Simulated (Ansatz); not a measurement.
**Structure relaxation of HfPt₂**

All numbers below come from Ansatz, DFT PBE, scalar-relativistic, plane waves, PAW. Cutoff 420 eV, Γ-centred k mesh, Gaussian smearing, no spin polarisation in the final step.

The start puts HfPt₂ on the rutile structure type (P4_2/mnm, No. 136), with Hf in place of Ti, Pt in place of O, at a guessed volume.

```
CELL_PARAMETERS angstrom
5.48463 0.00000 0.00000
0.00000 5.48463 0.00000
0.00000 0.00000 3.53265
ATOMIC_POSITIONS crystal
Hf 0.00000 0.00000 0.00000
Hf 0.50000 0.50000 0.50000
Pt 0.30600 0.30600 0.00000
Pt 0.19400 0.80600 0.50000
Pt 0.69400 0.69400 0.00000
Pt 0.80600 0.19400 0.50000
```

Steps on the 4×4×6 mesh (6 atoms). 12 of 12 steps are shown, and the free energy counts from the last. Trial steps that were taken back and renewals of the plane-wave basis can be among the rows.

| step | ΔF (meV/atom) | V (Å³/atom) | P (GPa) | largest force component (eV/Å) |
| --- | --- | --- | --- | --- |
| 1 | 1175.0 | 17.71 | 68.07 | 1.769 |
| 2 | 443.8 | 20.03 | 31.36 | 0.286 |
| 3 | 153.3 | 22.21 | 12.11 | 0.102 |
| 4 | 72.5 | 23.68 | 3.06 | 0.153 |
| 5 | 56.4 | 24.19 | -0.72 | 0.053 |
| 6 | 55.5 | 24.07 | -0.57 | 0.002 |
| 7 | 55.1 | 23.93 | 0.07 | 0.008 |
| 8 | 25.6 | 23.93 | 2.05 | 0.003 |
| 9 | 10.5 | 24.04 | 0.40 | 0.080 |
| 10 | 0.5 | 23.77 | 0.05 | 0.072 |
| 11 | 0.1 | 23.67 | 0.10 | 0.039 |
| 12 | 0.0 | 23.67 | 0.11 | 0.038 |

A final relaxation ran on a 6×6×8 mesh. The relaxed crystal, P4_2/mnm (No. 136):

Space group P4_2/mnm (No. 136). a = 5.594 Å, b = 5.594 Å, c = 4.565 Å, α = 90.00°, β = 90.00°, γ = 90.00°
```
atom site symmetry x y z
  Hf    2a m.mm  0.0000  0.0000  0.0000
  Pt    4f m.2m  0.3249  0.3249  0.0000
```

* Volume per atom: 23.80 Å³
* Density: 13.22 g/cm³
* Energy over the elements: 0.07 eV/atom
* Gap on the 6×6×8 mesh: 0 eV (a metal)

Energies over the elements count from the elements' standard structures at the same level, with no empirical corrections.

The final run used a 6×6×8 mesh on its 6-atom cell and 0.10 eV smearing. The k mesh leaves about 4 meV/atom of noise in metals. Spin–orbit coupling is left out.

A structure relaxed within its symmetry needn't be a true minimum.